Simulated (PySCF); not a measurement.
# Energy of H⁻ (hydrogen, charge -1) between two integer charges

The 1s beta orbital of 1s2 is emptied in steps (occupation f), with all orbitals relaxed, ending at 1s1. Calculation: PySCF 2.14, in aug-cc-pVDZ (3s2p, 9 functions); the non-relativistic Hamiltonian (point nucleus). The exact energy is a straight line in f; departures are measured from the line between the end points of the same method.

```
   f  LDA (eV)
   1     0.000
0.75    -0.511
 0.5    -0.704
0.25    -0.536
   0     0.000
```

```json
{"method": "LDA", "E(f=0) − E(f=1) (eV)": "0.899", "−ε at f=1 (eV)": "-1.726", "−ε at f=0.5 (eV)": "0.823"}
```

Orbital energy along the path (eV):

```json
{"f": "1", "LDA": "1.726"}
{"f": "0.75", "LDA": "0.539"}
{"f": "0.5", "LDA": "-0.823"}
{"f": "0.25", "LDA": "-2.341"}
{"f": "0", "LDA": "-2.706"}
```

At f = 1 the orbital energy is positive for LDA: only the finite basis holds the electron.

Reference removal energy between the ground levels: 0.754 eV (measured; photodetachment measurements, as compiled on the Wikipedia data page of electron affinities).
